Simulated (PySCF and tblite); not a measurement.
Results of a calculation; reference values are marked as such.
Molecule: C5H9N, numbered as in [CH2:1]=[C:2]1[CH2:3][CH2:4][NH:5][CH2:6]1; H named by carrier, a and b as here (out-of-plane angle 0°, Å):

```
C1       2.137   -0.185    0.076
C2       0.829   -0.007    0.077
C3      -0.187   -0.923    0.701
C4      -1.498   -0.553   -0.003
N5      -1.283    0.802   -0.414
C6       0.099    1.147   -0.560
H1a      2.806    0.519   -0.389
H1b      2.591   -1.040    0.547
H3a      0.076   -1.973    0.582
H3b     -0.258   -0.705    1.769
H4a     -1.668   -1.229   -0.863
H4b     -2.363   -0.633    0.661
H5      -2.025    1.446   -0.589
H6a      0.406    1.253   -1.617
H6b      0.337    2.094   -0.054
```

The mean out-of-plane torsion at N5 (0° is planar) is held and the rest relaxed at GFN2-xTB. Energies: PBE/pcSseg-1 + D3(BJ). Couplings: B3LYP/6-31G* with H pcJ-1 N pcJ-1, gas phase, for ¹H, ¹⁵N. (tblite 0.8, PySCF 2.14.)

One held structure gave ¹J(N5,H5) = -79.1, ³J(H4a,H5) = 2.8, ³J(H5,H6a) = 4.9, ³J(H5,H6b) = -0.4, ³J(H4b,H5) = 0.2, ²J(N5,H6b) = -5.8, ²J(N5,H4b) = -4.6, ²J(N5,H6a) = 0.2 Hz.

(1) At which out-of-plane angle was it held?
A. -28°
B. 45°
C. 28°
D. 0°
E. -46°

Results:

(1) C. It lies 0.76 kcal/mol above the lowest point.
